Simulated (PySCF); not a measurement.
Na(Cl) anion (ClNa), SMILES [Na][Cl] (connectivity only; charge and spin as stated), charge -1, multiplicity 2.

Coordinates come from a PBE-D3(BJ)/def2-TZVPD optimisation. The spin state was assumed, not searched.

Two levels are set side by side: PBE/def2-TZVPD (PySCF) and M06-2X/def2-TZVPD (PySCF). Same geometry, gas phase. Differences are taken from unrounded values.

```json
[
 {"quantity": "α-spin orbital gap (eV)", "PBE": "1.06"},
 {"quantity": "β-spin orbital gap (eV)", "PBE": "3.60"},
 {"quantity": "mean polarisability (bohr³)", "PBE": "385.3"}
]
```

Problem. These are the PBE values. What does M06-2X give? (The exact figures need the calculation; the answer reports its results.)

Solution. 
| quantity | M06-2X | PBE minus M06-2X |
|---|---|---|
| α-spin orbital gap (eV) | 2.35 | -1.29 |
| β-spin orbital gap (eV) | 6.09 | -2.50 |
| mean polarisability (bohr³) | 335.7 | 49.6 |

Loosely held outer electrons make PBE densities more polarisable. Differences between two approximate levels are no errors against the true value.

Rough cost on one machine, each run with all the roots and properties that it gave: M06-2X against PBE about 3 times.
